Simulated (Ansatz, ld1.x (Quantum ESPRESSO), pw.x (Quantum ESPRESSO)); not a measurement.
pw.x on diamond W: one setting changed

Potential: norm-conserving Troullier–Martins (Kleinman–Bylander form), ld1.x (Quantum ESPRESSO) 7.5, PBEsol; core [Xe] 4f14, reference 5d4 6s1.5 6p0; waves: 6p (bound, empty): rc 3.35 bohr; 5d (bound): rc 1.95 bohr; 6s (bound): rc 2.05 bohr; local part: the s channel; core correction: none.

The reference run (k-mesh 8³, cutoffs 55/220 Ry, Fermi–Dirac 0.01 Ry, mixing_beta 0.4, conv_thr 1e-9, no spin) gives 1.24 GPa at 23.915 Å³/atom, where all-electron LAPW gives -0.12 GPa. This run, with its own iteration cap, changes nbnd to 18.

```
&control
  calculation='scf', prefix='x', pseudo_dir='./', outdir='./tmp', tstress=.true., disk_io='none'
/
&system
  ibrav=0, nat=2, ntyp=1, ecutwfc=55, ecutrho=220, nbnd=18,
  occupations='smearing', smearing='fd', degauss=0.01
/
&electrons
  conv_thr=1e-09, mixing_beta=0.4, electron_maxstep=60
/
ATOMIC_SPECIES
W 1.0 W.UPF
CELL_PARAMETERS angstrom
  0.00000000 2.88108980 2.88108980
  2.88108980 0.00000000 2.88108980
  2.88108980 2.88108980 0.00000000
ATOMIC_POSITIONS crystal
W 0.0000 0.0000 0.0000
W 0.2500 0.2500 0.2500
K_POINTS automatic
8 8 8 0 0 0
```

```bash
pw.x < W.scf.in > W.scf.out
```

How does the run end?

It converges in 8 iterations; the free energy moves by +0.0 meV/atom and the pressure by +0.00 GPa. The result is that of the reference run.

```
Message from routine setup:
     using ibrav=0 with symmetry is DISCOURAGED, use correct ibrav instead
     lattice parameter (alat)  =       7.6996  a.u.
     unit-cell volume          =     322.7728 (a.u.)^3
     number of electrons       =        12.00
     number of Kohn-Sham states=           18
     kinetic-energy cutoff     =      55.0000  Ry
     charge density cutoff     =     220.0000  Ry
     scf convergence threshold =      1.0E-09
     Exchange-correlation= PBESOL
     number of k points=    29  Fermi-Dirac smearing, width (Ry)=  0.0100
     iteration #  1     ecut=    55.00 Ry     beta= 0.40
     total energy              =     -30.65966604 Ry
     estimated scf accuracy    <       0.09037199 Ry
     iteration #  2     ecut=    55.00 Ry     beta= 0.40
     total energy              =     -30.65906617 Ry
     estimated scf accuracy    <       0.01834757 Ry
     iteration #  3     ecut=    55.00 Ry     beta= 0.40
     total energy              =     -30.65953665 Ry
     estimated scf accuracy    <       0.00170684 Ry
     [... 2 iterations left out ...]
     iteration #  6     ecut=    55.00 Ry     beta= 0.40
     total energy              =     -30.65964471 Ry
     estimated scf accuracy    <       0.00000008 Ry
     iteration #  7     ecut=    55.00 Ry     beta= 0.40
     total energy              =     -30.65964473 Ry
     estimated scf accuracy    <          1.6E-09 Ry
     iteration #  8     ecut=    55.00 Ry     beta= 0.40
     the Fermi energy is     8.1317 ev
!    total energy              =     -30.65964473 Ry
     estimated scf accuracy    <          3.8E-10 Ry
     smearing contrib. (-TS)   =      -0.01256347 Ry
     The total energy is F=E-TS. E is the sum of the following terms:
     one-electron contribution =       9.83421675 Ry
     hartree contribution      =       2.95328571 Ry
     xc contribution           =      -7.81592730 Ry
     ewald contribution        =     -35.61865641 Ry
     convergence has been achieved in   8 iterations
          total   stress  (Ry/bohr**3)                   (kbar)     P=       12.36
     Message from routine punch:
     Nothing written, as per user request (disk_io='none')
```

The run took about 16 s on one core of a shared host (Neoverse-V1, 64 threads, 495 GiB, load 25).
